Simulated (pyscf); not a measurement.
H₂C=SiH₂ + hydrogen (H₂) -> silylene (SiH₂) [singlet] + methane (CH₄), a concerted two-bond exchange (singlet surface; C–Si, H–H broken, C–H, C–H formed). Optimised with ωB97X-D3(BJ)/def2-SVP in PySCF. Energies in kJ/mol from the separated reactants.

Small-basis levels: PySCF, no dispersion term, spherical d functions. AM1 to PM7: differences of heats of formation from MOPAC, which are fitted to 298 K values and so differ in kind from electronic energies by zero-point and thermal terms. GFN2-xTB: tblite. 

```
level                   barrier  reaction energy
----------------------  -------  ---------------
HF/3-21G                  241.1            -97.0
MP2/6-31G*                254.1            -13.9
BP86/6-31G*               170.6            -22.4
B3LYP/STO-3G              282.9            -37.8
B3LYP/3-21G               190.8            -43.4
B3LYP/LANL2DZ             210.9            -19.5
B3LYP/6-31G*              196.3            -38.4
B3LYP/6-311+G**           192.2            -28.2
PBE/def2-SVP              152.7            -16.5
GFN2-xTB                  247.7            -73.6
AM1                       299.3           +161.5
PM3                       238.2           +119.0
ωB97M-D3(BJ)/def2-TZVP    201.8            -26.5
```

Against the last row the barrier runs from -49.1 (PBE/def2-SVP) to +97.5 kJ/mol (AM1). ωB97M-D3(BJ)/def2-TZVP has limits of its own. On the product side the descent ends in a complex, 19.0 kJ/mol under the separated species and 243.0 kJ/mol under the saddle at ωB97X-D3(BJ)/def2-TZVP. This is the saddle that the search found; another between the same sides may lie lower.
